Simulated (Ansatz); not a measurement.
`BCCl`. Total charge 0; spin multiplicity 1. The geometry is a stationary point of PBE0-D4/def2-TZVP.

```xyz
7

B    -0.822    0.449    0.016
C     0.559   -0.249    0.072
Cl    0.949   -1.373   -1.256
H    -1.081    1.204    0.908
H    -1.608    0.262   -0.861
H     0.652   -0.802    1.013
H     1.351    0.509    0.109
```

(1) What is the dipole moment at PBE/def2-TZVPP? (An estimate is asked.)

(2) And with r2SCAN, B3LYP, ωB97M-V? (Best estimate.)

(3) Give the Mulliken charges with PBE, ωB97M-V, B3LYP in def2-TZVPP. (Estimate.)

## Answers

(1) Ansatz gave: 1.75 D, with components (0.01, 0.99, 1.45) D in this frame, pointing from negative to positive charge.

(2) Ansatz gave: r2SCAN 1.87 D, B3LYP 1.82 D, ωB97M-V 1.81 D.

(3) Computed: 
```tsv
atom	PBE	ωB97M-V	B3LYP
B1	-0.07	-0.19	-0.10
C2	-0.09	-0.12	-0.07
Cl3	-0.16	-0.13	-0.17
H4	0.03	0.08	0.04
H5	0.04	0.10	0.06
H6	0.12	0.13	0.12
H7	0.12	0.13	0.12
```

B3LYP here is the variant with VWN-RPA as its local correlation; programs differ in this.
